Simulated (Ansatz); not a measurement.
A run of Ansatz (development build ahead of 0.2.0) on singlet C2H(-) at this shape:

```tsv
atom	x (Å)	y (Å)	z (Å)
H	0.0000	0.0000	-1.7008
C	0.0000	0.0000	-0.5334
C	0.0000	0.0000	0.8169
```

Its results:

```yaml
Converged: yes
Reference_energy: -76.19485 hartree
Correlation_energy: -0.32608 hartree
Total_energy: -76.52093 hartree
Spin_squared_of_the_determinant: 0.000
```

(1) Which input gives this output? Name the method, the orbitals and the basis set, and write the input.

## Answers

(1) RHF-MP2 in cc-pVTZ. An unrestricted run that stays on the closed shell gives the same numbers.

```yaml
crystal:
  periodic: [false, false, false]
  atoms:
    - { symbol: H, position_ang: [0.0, 0.0, -1.70081] }
    - { symbol: C, position_ang: [0.0, 0.0, -0.53343] }
    - { symbol: C, position_ang: [0.0, 0.0, 0.8169] }
basis:
  gaussian: { orbitals: cc-pVTZ }
total_charge: -1
hamiltonian:
  xc: hf
correlation:
  method: mp2
  frozen_orbitals: { C: 1, H: 0 }
```

Caution: no diffuse functions for an anion.
